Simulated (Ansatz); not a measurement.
Ansatz results at the PBE0-D4/def2-TZVP geometry: HOMO–LUMO gap (PBE/def2-TZVPP) 5.26 eV; HOMO energy (B3LYP/def2-TZVPP) -6.74 eV; size of the dipole moment (ωB97M-V/def2-TZVPP) 0.14 D.

Q: Which molecule gave them?
A. `C=C1CCC1`
B. `CC=C1CC1`
C. `C#COCF`
D. `C#CC(C)C`

A: B. The others give `C=C1CCC1`: 5.20, -6.81, 0.60; `C#CC(C)C`: 6.46, -7.43, 0.75; `C#COCF`: 6.23, -7.23, 1.90.

B3LYP here is the variant with VWN-RPA as its local correlation; programs differ in this.
